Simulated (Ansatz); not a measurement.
System: CH₃S, charge 0, doublet. CH3S (SMILES [CH2]S, doublet).
B3LYP-D3(BJ)/def2-TZVP minimum from Ansatz (a program for electronic structure):
```xyz
5

C     -0.0461     1.1066    -0.2404
S     -0.0135    -0.5541     0.1901
H      0.6281    -1.0204    -0.8936
H     -0.5168     1.7811     0.4559
H      0.3815     1.4649    -1.1612
```
Charge 0, spin multiplicity 2.

Total energies in cc-pV(T+d)Z, 13 correlated electrons, 6 frozen orbitals. Radicals and triplets start from unrestricted determinants; spin-orbit coupling is neglected. Cores are frozen in correlated methods. No relativity.

| method | program | energy (Eh) | minus CCSDT(Q) (mEh) |
|---|---|---|---|
| HF | Ansatz | -437.13154 | 379.99 |
| MP2 | Ansatz | -437.46004 | 51.49 |
| CCSD | Ansatz | -437.49473 | 16.79 |
| CCSD(T) | Ansatz | -437.50973 | 1.80 |
| CCSDT(Q) | Ansatz | -437.51153 | 0.00 |

Rough core times of Ansatz's runs on a shared machine: CCSD(T) 20 s, CCSDT(Q) 60 min.
